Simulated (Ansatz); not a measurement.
Input file:

```yaml
crystal:
  periodic: [false, false, false]
  atoms:
    - {symbol: C, position_ang: [-0.130979, 0.000000, 0.000000]}
    - {symbol: H, position_ang: [0.780379, 0.000000, -0.604359]}
    - {symbol: H, position_ang: [0.780379, 0.000000, 0.604359]}
basis:
  gaussian: {orbitals: aug-cc-pVDZ}
total_charge: 1
magnetization: {spin_polarized: false, initial_magnetization: 1}
correlation: {method: ccsd_t, frozen_orbitals: {C: 20}}
output: {forces: true}
```

```sh
$ ansatz run in.yaml --threads 1 --pin off --events-out ev --progress --plain --max-ram 2393MiB
```

(1) How does this run end?

Results:

(1) Refused. The input was made wrong on purpose (wrong frozen-orbital counts), so the run isn't a sound calculation of what was asked.
```
Error: "frozen_orbitals" has no count for H
```
